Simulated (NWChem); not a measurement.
**Extrapolating the MP2 correlation energy of chlorine (Cl2)**

```xyz
2

Cl     0.0000     0.0000     1.0128
Cl     0.0000     0.0000    -1.0128
```
Charge 0, spin multiplicity 1.

Everything below was run with NWChem. All single points use one geometry, from PBE0/def2-SVP, a minimum by its harmonic frequencies.

The correlated methods keep 10 core orbitals frozen.

Worked example. The MP2 correlation energy is -378.42 mHa in cc-pVTZ and -417.48 mHa in cc-pVQZ. The form E(X) = E∞ + A/X³ turns the pair into an estimate of the basis-set limit.

E∞ = (4³·(-417.48) − 3³·(-378.42))/(4³ − 3³) = -446.0 mHa. The larger basis holds 94 % of that. This is a two-point estimate.
